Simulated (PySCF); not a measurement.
**Frontier orbitals and the lowest excitations**

Species: C₃H₇P.
Structure used (GFN2-xTB), in Å, numbered top down from 1:
```xyz
11
C3H7P angstrom
C     -0.1280    1.1668    0.8683
C      0.0033    0.0393    0.1844
C     -1.1019   -0.5707   -0.6214
P      1.5341   -0.9680    0.2444
H     -1.0515    1.7242    0.8667
H      0.6753    1.5767    1.4583
H     -0.8129   -0.6324   -1.6711
H     -1.2992   -1.5854   -0.2746
H     -2.0146    0.0152   -0.5416
H      2.3854    0.0817    0.5787
H      1.8155   -0.8448   -1.1181
```

Computed with PySCF, TDDFT CAM-B3LYP/def2-SVPD, vertical, gas phase, core orbitals frozen in the response.

Frontier orbitals with the atoms that hold most of them (Löwdin shares over 4%, at most four atoms; ? is withheld):

```json
{"orbital": "LUMO+2", "ε (eV)": "2.03", "atoms": "P4 51%, H11 14%, H10 10%, C2 6%"}
{"orbital": "LUMO+1", "ε (eV)": "1.36", "atoms": "C1 22%, C3 16%, C2 16%, P4 13%"}
{"orbital": "LUMO", "ε (eV)": "1.06", "atoms": "?"}
{"orbital": "HOMO", "ε (eV)": "?", "atoms": "P4 38%, C1 23%, C2 21%, H11 6%"}
{"orbital": "HOMO-1", "ε (eV)": "-9.62", "atoms": "?"}
{"orbital": "HOMO-2", "ε (eV)": "-10.92", "atoms": "P4 25%, C2 24%, C3 16%, C1 9%"}
{"orbital": "HOMO-3", "ε (eV)": "-11.84", "atoms": "P4 37%, H11 20%, H10 17%, C3 7%"}
```

(1) Give the leading atoms of the HOMO-1.

(2) Give the leading atoms of the LUMO.

(3) What is the HOMO energy, and the HOMO–LUMO gap?

Results:

(1) P4 (bonded to C and 2 H) 31%; C2 (bonded to 2 C and P) 27%; C1 (bonded to C and 2 H) 19%; C3 (bonded to C and 3 H) 8%. By element: carbon 53%, phosphorus 31%.

(2) C1 (bonded to C and 2 H) 23%; C2 (bonded to 2 C and P) 22%; P4 (bonded to C and 2 H) 16%; H11 (bonded to P) 8%. By element: carbon 44% or more, phosphorus 16%, hydrogen 8% or more.

(3) ε(HOMO) = -8.15 eV; the gap is 9.21 eV (0.3386 hartree).

**Question.** The HOMO–LUMO gap is 9.21 eV. Where does the response calculation put the lowest singlet, and from which orbitals?

**Answer.** S1 is at 6.11 eV (f = 0.111), 3.10 eV below the gap, made of HOMO→LUMO (87%). Without the coupling terms of the response equations the lowest excitation would equal the gap.

**Question.** One configuration dominates each of S1 and S2. Which, and how do the shares of the two leading atoms of either orbital change from the occupied to the empty one?

**Answer.** 
- S1 (6.11 eV, f 0.111), HOMO→LUMO (87%): P4 38% → 16%, C1 23% → 23%, C2 21% → 22%
- S2 (6.52 eV, f 0.116), HOMO→LUMO+1 (76%): P4 38% → 13%, C1 23% → 22%, C3 at most 6% → 16%

On Arm Neoverse V2, one thread, on a shared host, this took 9.5 s wall and 0.57 GiB of memory at its peak.

One conformer stands for the species.
